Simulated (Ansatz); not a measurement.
Elements on the sites of an ideal hcp lattice, at a guessed lattice constant:

```
CELL_PARAMETERS angstrom
5.23436 -3.02206 -5.58332
5.23436 -3.02206 5.58332
-1.74479 -9.06618 0.00000
ATOMIC_POSITIONS crystal
Y 0.94167 0.19167 0.40000
Y 0.64167 0.89167 0.60000
Y 0.84167 0.09167 0.80000
Y 0.74167 0.99167 0.20000
Y 0.65833 0.40833 0.20000
Y 0.45833 0.20833 0.00000
Sn 0.14167 0.39167 0.60000
Sn 0.44167 0.69167 0.40000
Sn 0.24167 0.49167 0.20000
Sn 0.04167 0.29167 0.00000
Sn 0.54167 0.79167 0.00000
Sn 0.34167 0.59167 0.80000
Sn 0.05833 0.80833 0.60000
Sn 0.85833 0.60833 0.40000
Sn 0.55833 0.30833 0.60000
Sn 0.35833 0.10833 0.40000
Sn 0.15833 0.90833 0.20000
Sn 0.95833 0.70833 0.00000
Sn 0.75833 0.50833 0.80000
Sn 0.25833 0.00833 0.80000
```

Cell and atoms were relaxed without symmetry on coarser meshes and computed once more. All numbers below come from DFT PBE, scalar-relativistic, plane waves, PAW (Ansatz).

Cutoff 420 eV; k points 4×5×4 on the computed 20-atom cell (Γ-centred); Gaussian smearing, width 0.10 eV; no spin polarisation.

The relaxation ran on 2×2×2 (shifted) and then 3×3×3 k points with a smearing of 0.1 eV, from sites shaken by 0.02 Å.

Question: What does the relaxation give?

Answer: A volume of 27.64 Å³/atom and no gap on the mesh. It lies 0.37 eV/atom below the elements' standard states (static lattices, no corrections for gases). The atoms leave their sites by 0.61 Å (root mean square) and 1.03 Å at most, and the cell stretches by up to 8.8 % at fixed volume, so the lattice hasn't survived.

```xyz
20
Lattice="5.6809 -2.6419 -5.6947 5.1843 -2.8792 5.3618 -1.8201 -8.3017 0.2721" Properties=species:S:1:pos:R:3 pbc="T T T"
Y     0.5446   -4.0811    0.9526
Y     6.7279   -9.5645    1.2543
Y     4.0353   -9.4547   -4.1969
Y     8.9131   -6.9072    0.8579
Y     5.6785   -4.2971   -1.2183
Y     1.5073   -9.5130   -0.7781
Sn    1.7845   -7.0763    1.7030
Sn    5.3335   -6.7084    0.9447
Sn    3.6886   -4.1090    1.3766
Sn    7.2328   -3.9213   -3.9917
Sn    7.5103   -4.1633    1.3763
Sn    3.5634   -9.7342    1.6498
Sn    3.1374   -7.2302    4.4662
Sn    7.0913   -7.2740   -1.6987
Sn    4.0193   -6.8382   -2.2015
Sn    2.2125   -4.2280   -1.7677
Sn    5.2409   -4.3661    4.0703
Sn    7.1111  -12.5580   -1.1045
Sn    4.8709   -9.6226   -1.1962
Sn    0.2674   -6.5704   -1.1638
```

Cost: 2 runs of about 12 core-minutes in all (earlier runs that led there not counted), on Intel Xeon 6975P-C (Granite Rapids) (shared hosts).